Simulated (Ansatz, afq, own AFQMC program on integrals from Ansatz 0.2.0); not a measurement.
# Atomization energy of AlSiH3, singlet, worked out

```xyz
5

Si   -1.1719    0.0063    0.0220
Al    1.4166   -0.0076   -0.0266
H    -1.7486    1.3889    0.0076
H    -1.7365   -0.6584    1.2401
H    -1.7815   -0.7021   -1.1488
```

Connectivity, by distances: SiH3–Al.

Basis cc-pVDZ. Noble-gas cores (and the filled d shells of Ga–Kr and In–Xe) are frozen. Ansatz 0.2.0 and our own AFQMC program on the same integrals; the CISD trial comes from CCSD amplitudes, and released means the phaseless constraint is let go. Uncertainties: one standard error, sampling alone.

Total energies in eV. CBS is CCSD(T) at the limit of def2-TZVPP/QZVPP (extrapolated itself); the highest rung of each member is named.

Cautions: AlSiH₃ (singlet): restricted determinant unstable towards unrestricted (UHF 28 meV lower, ⟨S²⟩ 0.25), its ph-AFQMC/CISD value lies 15 ± 3 meV above CCSDTQ.

| member | count | CCSD(T)/cc-pVDZ | highest rung in cc-pVDZ | which | CCSD(T)/CBS |
| --- | --- | --- | --- | --- | --- |
| Si (triplet) | +1 | -7861.7800 | -7861.7922 | FCI | -7862.5000 |
| Al (doublet) | +1 | -6583.0131 | -6583.0229 | FCI | -6583.4221 |
| H (doublet) | +3 | -13.5861 | -13.5861 | FCI | -13.6059 |
| AlSiH₃, singlet | -1 | -14496.8615 | -14496.8972 | CCSDTQ | -14499.1403 |

Task: Work out the best estimate of the atomization energy: the CCSD(T)/CBS difference plus the step from CCSD(T) to the highest rung.

Result: Sums with the counts: CCSD(T)/CBS 12.4005 eV, highest rung 11.3238 eV, CCSD(T)/cc-pVDZ 11.3101 eV. The step is 11.3238 − 11.3101 = 0.0137 eV, so the best estimate is 12.4005 + (0.0137) = 12.4142 eV = 1197.8 kJ/mol. The basis set is worth 1.090 eV of it. Zero-point, core-correlation and spin–orbit terms aren't in it. Past Ne the Hartree–Fock part of each CBS total tends to overshoot, since the cores don't follow the formula; that largely cancels in the difference.

Best estimates are given only where the step beyond CCSD(T) is under 0.3 eV and no member's determinant is very poor (T1 over 0.05, or 0.07 for open shells, ⟨S²⟩ too high by 0.3, two states mixed), so the hardest cases are missing from such tables.

CCSDT and higher add their correlation energy to the determinant of the CCSD(T) run, since their own runs factorise the integrals more tightly (a shift of under 2 meV). Each member of a difference takes its own highest rung, so a best estimate needn't equal the limit plus the step of one row.
